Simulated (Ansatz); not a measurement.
# SiHCl+ (quartet): the correlation ladder, cc-pVDZ

How much of the correlation energy of SiHCl+ (quartet) does each wave-function method recover here?

Program: Ansatz 0.2.0, Gaussian basis. Level of theory: cc-pVDZ, core rule «outside noble gas», up to 10 orbitals frozen. These are calculated values, not measurements.

To be run: UHF; CCSD(T) on ROHF; CCSD(T) on UHF; BCCD(T) on ROHF; CISD; CCSDT(Q) on ROHF; CCSDT(Q) on UHF; CCSDTQ on ROHF; CCSDTQ on UHF.

8 further runs of the same task are left out: 2 for a known fault of the program, 6 set aside as unsound or not needed.

**1. The system**

The geometry is a PBE0/def2-TZVP stationary point (not a proven minimum) of the parent state, kept for this charge and spin.

3 atoms, charge 1, spin multiplicity 4.

Atoms are counted from 1 here; the program's logs count them from 0.

Bond lengths: Si1–Cl2 2.048 Å, Si1–H3 1.491 Å. Angles: Cl2–Si1–H3 115.5°.

**2. UHF**

Contents of in.yaml:

```yaml
crystal:
  periodic: [false, false, false]
  atoms:
    - {symbol: Si, position_ang: [0.000000, -0.097122, 1.110575]}
    - {symbol: Cl, position_ang: [0.000000, 0.042769, -0.932187]}
    - {symbol: H, position_ang: [0.000000, 1.201899, 1.843159]}
basis:
  gaussian: {orbitals: cc-pVDZ}
total_charge: 1
magnetization: {spin_polarized: true, initial_magnetization: 3}
hamiltonian: {xc: hf}
output: {orbitals: {seedname: orbitals}}
```

Launch:

```sh
$ ansatz run in.yaml --threads 1 --pin off --events-out ev --progress --plain --max-ram 4096MiB --backend cpu
```

After this run come: CCSD(T) on ROHF; CCSD(T) on UHF; BCCD(T) on ROHF; CISD; CCSDT(Q) on ROHF; CCSDT(Q) on UHF; CCSDTQ on ROHF; CCSDTQ on UHF.

Q: Predict the results of all the runs planned. Wanted: UCCSDTQ below the RHF energy; RMP2 from UCCSDTQ; UMP2 from UCCSDTQ; RCCSD from UCCSDTQ; RCCSD(T) from UCCSDTQ; UCCSD(T) from UCCSDTQ; RCCSDT(Q) from UCCSDTQ; UCCSDT(Q) from UCCSDTQ; T1 diagnostic.

The runs gave:

| quantity | value |
| --- | --- |
| UCCSDTQ below the RHF energy | -5.5788 eV |
| RMP2 from UCCSDTQ | +95.4 kJ/mol |
| UMP2 from UCCSDTQ | +96.8 kJ/mol |
| RCCSD from UCCSDTQ | +13.6 kJ/mol |
| RCCSD(T) from UCCSDTQ | +3.1 kJ/mol |
| UCCSD(T) from UCCSDTQ | +3.1 kJ/mol |
| RCCSDT(Q) from UCCSDTQ | +0.1 kJ/mol |
| UCCSDT(Q) from UCCSDTQ | +0.1 kJ/mol |
| levels within 1 kcal/mol (43 meV) | RCCSD(T), UCCSD(T), BCCD(T), RCCSDT, UCCSDT, RCCSDT(Q), UCCSDT(Q), RCCSDTQ |
| T1 diagnostic | 0.019 |

What this shows: RCCSD(T) lands +3.1 kJ/mol from the yardstick (0.6 % of the correlation energy). These misses are within one basis, not against nature; the frozen cores of restricted and unrestricted runs differ, which can shift their rows.
